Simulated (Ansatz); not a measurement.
Crystal: Zn2O3, cubic X2O3 (oxygen-deficient fluorite) type, 10 atoms in the cell.

Space group Pn-3m, simple cubic cell, positions in fractions of the edge: Zn (0.25 0.25 0.25), (0.75 0.75 0.25), (0.75 0.25 0.75), (0.25 0.75 0.75); O (0.5 0 0), (0 0.5 0), (0 0 0.5), (0.5 0.5 0), (0.5 0 0.5), (0 0.5 0.5).

Computed with PBE, plane waves, PAW datasets (generated hard set) in Ansatz.

Cutoff 700 eV; k-mesh 8×8×8 Γ-centred; Fermi–Dirac smearing of 0.0612 eV; no spin polarisation.

```json
{"V (Å³/atom)": "10.647", "a (Å)": "4.7396", "E − E(min) (meV/atom)": "18.74", "P (GPa)": "9.36"}
{"V (Å³/atom)": "10.873", "a (Å)": "4.7730", "E − E(min) (meV/atom)": "8.01", "P (GPa)": "5.88"}
{"V (Å³/atom)": "11.100", "a (Å)": "4.8059", "E − E(min) (meV/atom)": "1.93", "P (GPa)": "2.78"}
{"V (Å³/atom)": "11.326", "a (Å)": "4.8383", "E − E(min) (meV/atom)": "0.00", "P (GPa)": "0.00"}
{"V (Å³/atom)": "11.553", "a (Å)": "4.8704", "E − E(min) (meV/atom)": "1.79", "P (GPa)": "-2.49"}
{"V (Å³/atom)": "11.779", "a (Å)": "4.9020", "E − E(min) (meV/atom)": "6.90", "P (GPa)": "-4.71"}
{"V (Å³/atom)": "12.006", "a (Å)": "4.9332", "E − E(min) (meV/atom)": "14.99", "P (GPa)": "-6.69"}
```

**Question.** Fit a third-order Birch–Murnaghan equation of state to the energies.

**Answer.** V₀ = 11.326 Å³/atom (a₀ = 4.838 Å), B₀ = 131 GPa, B₀′ = 4.59.

The published all-electron PBE values for this crystal (mean of FLEUR and WIEN2k, k-spacing 0.06 Å⁻¹; Bosoni et al., Nat. Rev. Phys. 6, 45 (2024)) are V₀ = 11.325 Å³/atom, B₀ = 131.2 GPa, B₀′ = 4.60. This run's mesh is coarser (spacing 0.16 Å⁻¹), so part of any difference comes from k-sampling.

The stress includes the program's correction for the finite plane-wave basis.

This cubic structure is a model: it isn't the usual form of the substance at ambient conditions, and such phases are metastable or hypothetical. The k-mesh is modest, so these values aren't fully converged in k.
